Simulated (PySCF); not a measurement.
Constants of AlC, step by step

State: ⁴Σ⁻, quartet, unpaired electrons σ ↑, π ↑↑. De refers to Al + C. ROHF-based CCSD(T) in PySCF 2.14 with Al cc-pV(T+d)Z, C cc-pVTZ and Al cc-pV(Q+d)Z, C cc-pVQZ (frozen core orbitals: 6; no relativity). Correlation energies are extrapolated as n⁻³ (n = 3, 4), Hartree–Fock as (n+1)·exp(−9√n). CV is the change on freezing 1 orbitals instead, in Al cc-pwCVTZ, C cc-pwCVTZ. SR is the spin-free X2C energy in Al cc-pVTZ-DK, C cc-pVTZ-DK less the non-relativistic one in Al cc-pVTZ, C cc-pVTZ.

| Level | Re (Å) | ωe (cm⁻¹) | ωexe (cm⁻¹) | αe (cm⁻¹) | De (eV) |
| --- | --- | --- | --- | --- | --- |
| CCSD(T)/TZ | 1.9724 | 647.2 | 3.98 | 0.00486 | 3.298 |
| CCSD(T)/QZ | 1.9664 | 651.7 | 4.19 | 0.00501 | 3.369 |
| HF/CBS | 1.9664 | 655.5 | 4.25 | 0.00500 | 2.816 |
| MP2/CBS | 1.9724 | 644.4 | 4.00 | 0.00492 | 3.403 |
| CCSD/CBS | 1.9628 | 656.3 | 4.21 | 0.00500 | 3.297 |
| CCSD(T)/CBS | 1.9640 | 654.1 | 4.25 | 0.00504 | 3.413 |
| CCSD(T)/CBS+CV | 1.9579 | 655.4 | 4.26 | 0.00509 | 3.431 |
| CCSD(T)/CBS+CV+SR | 1.9578 | 654.4 | 4.26 | 0.00510 | 3.426 |

Task: How much is left between CCSD(T)/QZ and the basis-set limit, and how much do the triples give at the limit?

Result: CCSD(T)/CBS less CCSD(T)/QZ: -2.4 mÅ in Re, +2.4 cm⁻¹ in ωe and +0.044 eV in De. CCSD(T)/CBS less CCSD/CBS: +1.2 mÅ in Re, -2.2 cm⁻¹ in ωe and +0.116 eV in De.

Task: What do the later terms add?

Result: CV: -6.1 mÅ in Re, +1.3 cm⁻¹ in ωe and +0.018 eV in De; SR: -0.1 mÅ in Re, -1.0 cm⁻¹ in ωe and -0.005 eV in De, each against the row above.

The T1 diagnostic is 0.049, large enough to doubt a single reference. The state was picked by a PBE0 search and need not be the measured ground state. Spin–orbit coupling, excitations beyond (T) and corrections to the Born–Oppenheimer picture are left out.

The whole job (state search and all basis sets along the bond) took about 12 min on 4 threads of Intel Xeon 6975P-C (shared host), peak memory 9.3 GiB.
